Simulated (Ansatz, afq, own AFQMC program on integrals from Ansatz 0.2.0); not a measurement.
AFQMC on a folder of integrals that Ansatz 0.2.0 wrote.

```yaml
crystal:
  periodic: [false, false, false]
  atoms:
    - {symbol: Si, position_ang: [-0.075103, -0.027983, 0.502112]}
    - {symbol: O, position_ang: [0.076722, 0.086397, -0.917835]}
    - {symbol: H, position_ang: [0.557041, -1.064758, 0.960967]}
    - {symbol: H, position_ang: [0.421341, 1.056514, 0.992626]}
    - {symbol: H, position_ang: [-0.103522, -0.583433, -1.375431]}
basis:
  gaussian: {orbitals: cc-pVDZ}
magnetization: {spin_polarized: true, initial_magnetization: 1}
correlation: {method: ccsd_t, electrons: outside_noble_gas, hamiltonian_folder: ham}
```

```sh
$ ansatz run in.yaml --threads 1 --pin off --events-out ev --progress --plain --max-ram 1382MiB
```

Options of the walk:

```
--method phaseless --trial cisd --walkers 60 --populations 1 --least-time 40 --time-step 0.005 --steps-per-block 50 --equilibration-blocks 28 --max-blocks 300 --target-error 0.00043 --factor-cut 1e-05 --start spin_pure --seed 2689 --release-times 0.24,0.51,0.99,1.62,2.4 --release-step 0.03 --release-every 4 --taylor-order 6
```

Times are imaginary, in 1/Eh. The walk had a cap of 1976 s.

Log:

```
orbitals 41  electrons 7 6  factors 326 of 438
reference energy -365.42133258 Eh
CCSD correlation -0.28953638 Eh in 11 cycles, weight of the determinant in the CISD state 0.9094
energy of the start -365.710790 Eh
 block  time / (1/Eh)  mean weight  energy / Eh
     1     0.250  0.9998  -365.706324
     2     0.500  1.0019  -365.709802
     3     0.750  0.9997  -365.715029
     4     1.000  1.0013  -365.718348
     5     1.250  0.9992  -365.714778
     8     2.000  0.9995  -365.715231
    17     4.250  1.0046  -365.721966
    41    10.250  1.0008  -365.716320
    65    16.250  1.0005  -365.720760
    89    22.250  1.0005  -365.717299
   113    28.250  1.0021  -365.714701
   137    34.250  0.9983  -365.718272
   161    40.250  0.9989  -365.716079
   185    46.250  0.9985  -365.730526
   209    52.250  1.0037  -365.717711
   233    58.250  0.9999  -365.719780
   257    64.250  0.9986  -365.720491
   281    70.250  0.9991  -365.726245
   305    76.250  1.0011  -365.718217
   321    80.250  1.0013  -365.710726
blocks merged  error / Eh  count
     1  0.000255  300
     2  0.000303  150
     4  0.000357  75
     8  0.000369  37
    16  0.000381  18
    32  0.000459  9
released: time / (1/Eh)  energy / Eh  error  mean overlap
  0.24  -365.716460  0.000326  1.0003
  0.51  -365.716569  0.000347  0.9992
  0.99  -365.717061  0.000448  1.0083
  1.62  -365.717339  0.000487  0.9868
  2.40  -365.715995  0.000555  1.0076
energy -365.717013 +/- 0.000381 Eh
(rows thinned)
```

The run passed its tests (sampling time, drift between the halves within three errors, error under three times the target), which doesn't prove that it has relaxed.

Against this walk (error 10.4 meV) on the same determinant: CCSD(T) 31.8 meV higher. The error is statistical and leaves out the bias of the constraint. None of these is a sure reference here. Released to 2.40 1/Eh the energy moves by 28 ± 18 meV (both errors), within twice the noise.

Cautions: constraint bias not in the error.

The walk took 9.7 min on 1 thread of Arm Neoverse V2, with other jobs on the host. The log's last line is the phaseless energy.
